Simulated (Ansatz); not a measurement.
A run of Ansatz (development build ahead of 0.2.0) on doublet H₂NO₂ at this shape:

```yaml
atoms:
  - { symbol: N, position_ang: [-0.1423, -0.0758, 0.2635] }
  - { symbol: O, position_ang: [0.1022, 0.9494, 0.5029] }
  - { symbol: O, position_ang: [2.8114, 0.0431, -0.2361] }
  - { symbol: H, position_ang: [3.0749, 0.7441, 0.2964] }
  - { symbol: H, position_ang: [3.2910, 0.1096, -1.0429] }
```

Its results:

```
Converged                       : yes
Total energy                    : -205.10153 hartree
Spin squared of the determinant : 0.760
Stability test                  : minimum
```

Forces (eV/Å):
| atom | Fx | Fy | Fz |
| --- | --- | --- | --- |
| N1 | -1.398 | -5.763 | -1.345 |
| O2 | 1.302 | 5.783 | 1.370 |
| O3 | -0.651 | -1.492 | -0.799 |
| H4 | 0.581 | 1.358 | 0.907 |
| H5 | 0.166 | 0.112 | -0.132 |

Which input gives this output? Name the method, the orbitals and the basis set, and write the input.

UHF in def2-SVP.

```yaml
crystal:
  periodic: [false, false, false]
  atoms:
    - { symbol: "N", position_ang: [-0.1423, -0.07578, 0.26348] }
    - { symbol: O, position_ang: [0.10223, 0.94943, 0.50291] }
    - { symbol: O, position_ang: [2.81145, 0.04313, -0.23615] }
    - { symbol: H, position_ang: [3.0749, 0.7441, 0.29641] }
    - { symbol: H, position_ang: [3.29099, 0.10958, -1.04286] }
basis:
  gaussian: { orbitals: def2-SVP }
magnetization:
  spin_polarized: true
  initial_magnetization: 1
hamiltonian:
  xc: hf
output:
  forces: true
```
